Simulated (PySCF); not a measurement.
SMILES O=[O+][O-] (charge -1), doublet (B3LYP/def2-SVP optimised geometry):

```
3

O      0.966    -0.606     0.000
O     -0.381    -0.606     0.000
O     -0.966     0.606     0.000
```

Level of theory: PySCF with unrestricted B3LYP/def2-TZVPD.

### Question
What are the frontier orbital energies (α orbitals alone; a β orbital can be the lowest empty one)?

### Answer
HOMO-2 -1.29 eV, HOMO-1 -1.26 eV, HOMO -0.04 eV, LUMO 5.03 eV, LUMO+1 5.21 eV.

On the same geometry unrestricted PBE/def2-TZVPD in PySCF gives HOMO-2 0.13 eV, HOMO-1 0.19 eV, HOMO 1.61 eV, LUMO 4.77 eV, LUMO+1 4.94 eV.

Meta-Löwdin charges at B3LYP/def2-TZVPD: O1 -0.55, O2 0.09, O3 -0.55.
